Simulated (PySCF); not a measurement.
Atoms are numbered as in `[CH3:1][CH:2]([CH3:3])[CH2:4][OH:5]`; H(Xn) means a hydrogen on atom n.

GIAO PBE0/pcSseg-1 shifts (PySCF, gas phase, non-relativistic, equivalent atoms averaged), each against references optimised in the same way as the molecule (TMS, H2O).

On the GFN2-xTB geometry: C4 74.7, C2 38.4, C1/C3 20.7, O5 42.3, H(C4) 3.58, H(C2) 1.20, H(C1)/H(C3) 0.99, H(O5) -0.29 ppm.

Problem. What changes on the PBE0-D3(BJ)/def2-SVP geometry?

Solution. 
```
      atoms  δ (ppm)  change
         C4     72.1    -2.6
         C2     31.8    -6.6
      C1/C3     20.3    -0.4
         O5     30.5   -11.8
      H(C4)     3.36   -0.22
      H(C2)     1.60   +0.40
H(C1)/H(C3)     0.90   -0.09
      H(O5)     0.13   +0.42
```

Bonds between heavy atoms that differ most (equivalent bonds averaged): C2–C4 1.535 → 1.521 Å, C4–O5 1.408 → 1.403 Å, C1–C2 1.526 → 1.523 Å. Mean change of bonds to hydrogen: C–H +0.013 Å, O–H -0.003 Å.
